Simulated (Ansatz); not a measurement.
Write a Python script for the Python package of Ansatz (0.2.0) that makes a rigid scan of one bond angle of C₂H₄S₂, SMILES CSC=S. Use (for the species named): B3LYP, 6-31G* basis, multiplicity 1.

```xyz
8

C     0.2684    0.8524    0.8389
S     0.1435    0.6593   -0.9615
C    -0.3026   -1.0441   -1.0210
S    -0.4091   -1.8590   -2.4494
H    -0.7470    0.6653    1.2635
H     0.4753    1.9530    1.0455
H     1.0104    0.2520    1.2702
H    -0.3468   -1.5361   -0.0420
```

Script `c2h4s2_bend.py`:
```python
"""Energy of C2H4S2 against one bond angle."""

from dataclasses import dataclass

import ansatz as az
from ase import Atoms


@dataclass(frozen=True)
class Settings:
    basis: str = "6-31G*"
    xc: str = "B3LYP"
    fmax: float = 0.02


cfg = Settings()


def main() -> None:
    atoms = Atoms(["C", "S", "C", "S", "H", "H", "H", "H"], positions=[
        [0.2684, 0.8524, 0.8389],
        [0.1435, 0.6593, -0.9615],
        [-0.3026, -1.0441, -1.021],
        [-0.4091, -1.859, -2.4494],
        [-0.747, 0.6653, 1.2635],
        [0.4753, 1.953, 1.0455],
        [1.0104, 0.252, 1.2702],
        [-0.3468, -1.5361, -0.042],
    ])

    # start the scan from a relaxed geometry
    first = (
        az.Crystal.molecule_from_ase(atoms).calculation()
        .basis(gaussian=cfg.basis)
        .functional(cfg.xc)
        .scf(lower_state_search="light")
        .relax(force_tolerance=cfg.fmax, max_steps=80)
    )
    atoms.positions = first.run(threads=1).report["positions_ang"]

    rows = []
    for angle in [85, 95, 105, 115, 125, 140, 160]:
        bent = atoms.copy()
        bent.set_angle(0, 1, 2, angle, indices=[2, 3, 7])
        calculation = (
            az.Crystal.molecule_from_ase(bent).calculation()
            .basis(gaussian=cfg.basis)
            .functional(cfg.xc)
            .scf(lower_state_search="light")
        )
        rows.append((angle, calculation.run(threads=1).report["free_energy_ev"]))
    floor = min(e for _, e in rows)
    for angle, e in rows:
        print(f"angle C0-S1-C2 = {angle:3d} deg   {1000 * (e - floor):9.1f} meV")


if __name__ == "__main__":
    main()
```

```console
$ python c2h4s2_bend.py
angle C0-S1-C2 =  85 deg       412.8 meV
angle C0-S1-C2 =  95 deg        46.7 meV
angle C0-S1-C2 = 105 deg         0.0 meV
angle C0-S1-C2 = 115 deg       154.9 meV
angle C0-S1-C2 = 125 deg       459.7 meV
angle C0-S1-C2 = 140 deg      1124.9 meV
angle C0-S1-C2 = 160 deg      2176.8 meV
```

What to keep in mind:
- The settings weren't tested for convergence.
- The scan is rigid, and the energies are electronic, in a modest basis. The zero is the lowest point of the grid, which needn't be the minimum.
- b3lyp holds the VWN-RPA fit, as in Gaussian; the form of ORCA and Turbomole is b3lyp5.
- Timing: 43 s on 1 thread of Arm Neoverse V1 (shared host), peak memory 0.22 GiB.
